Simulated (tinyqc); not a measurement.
Worked calculation: Hueckel theory of the pi electrons, for the molecule c1ccoc1 (SMILES; centres numbered as the heavy atoms are written). One step of it, computed by the program tinyqc.

Problem. Orbitals. Diagonalise; E = alpha + x beta with beta < 0, so the largest x are filled first; degenerate levels share their electrons. P = sum n_i c_ri c_si; each orbital has its largest coefficient positive (the first on a tie).

Hueckel matrix in units of beta (H = alpha + beta A), lower triangle:
```
          1C        2C        3C        4O        5C
1C  0.000000
2C  1.000000  0.000000
3C  0.000000  1.000000  0.000000
4O  0.000000  0.000000  0.800000  2.000000
5C  1.000000  0.000000  0.000000  0.800000  0.000000
```

pi electrons, sum of z_r less the charge = 6

Give: x values; occupations; coefficients; charge and bond-order matrix P.

Solution.

x values: 2.6333  1.3143  0.6180  -0.9477  -1.6180

occupations: 2.0000  2.0000  2.0000  0.0000  0.0000

coefficients:
```
       MO1      MO2      MO3      MO4      MO5
1C  0.2026   0.6046  -0.3717  -0.3056   0.6015
2C  0.2026   0.6046   0.3717  -0.3056  -0.6015
3C  0.3309   0.1901   0.6015   0.5953   0.3717
4O  0.8360  -0.4435   0.0000  -0.3231   0.0000
5C  0.3309   0.1901  -0.6015   0.5953  -0.3717
```

charge and bond-order matrix P, lower triangle:
```
         1C       2C       3C      4O      5C
1C   1.0896
2C   0.5368   1.0896
3C  -0.0833   0.8111   1.0149
4O  -0.1975  -0.1975   0.3847  1.7912
5C   0.8111  -0.0833  -0.4324  0.3847  1.0149
```
